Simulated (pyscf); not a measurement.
H₂N–Bi(OH)–OH + water (H₂O) -> HO–Bi(OH)–OH + ammonia (NH₃), a four-centre exchange (singlet surface; Bi–N, H–O broken, Bi–O, H–N formed). PySCF, gas phase, ωB97X-D3(BJ)/def2-SVP geometries. Energies in eV from the separated reactants.

Small-basis levels: PySCF, no dispersion term, spherical d functions. 

Task: Quick BP86/6-31G*+LANL2DZ single points give ΔE‡ = -0.40 eV and ΔE = -0.51 eV. What does ωB97M-D3(BJ)/def2-TZVP give, and how far is the quick result from it?

Result: ωB97M-D3(BJ)/def2-TZVP gives ΔE‡ = 0.05 eV and ΔE = -0.40 eV. BP86/6-31G*+LANL2DZ lies 0.45 eV under it in the barrier and 0.11 eV under it in the reaction energy, so on this step it does not hold to within 0.13 eV. At BP86/6-31G*+LANL2DZ this geometry lies under one side, so its ΔE‡ may be no barrier of that level. ωB97M-D3(BJ)/def2-TZVP has limits of its own. On the reactant side the descent ends in a bound adduct, 0.53 eV under the separated species and 0.52 eV under the saddle at ωB97X-D3(BJ)/def2-TZVP. On the product side the descent ends in an adduct with a Bi–N contact (not fully relaxed), 0.57 eV under the separated species and 0.94 eV under the saddle at ωB97X-D3(BJ)/def2-TZVP. What is counted as broken (Bi–N) persists as a longer contact in the product adduct; parting that adduct is a step of its own. This is the saddle that the search found; another between the same sides may lie lower. In the def2 sets elements past Kr carry core potentials, without spin-orbit coupling.
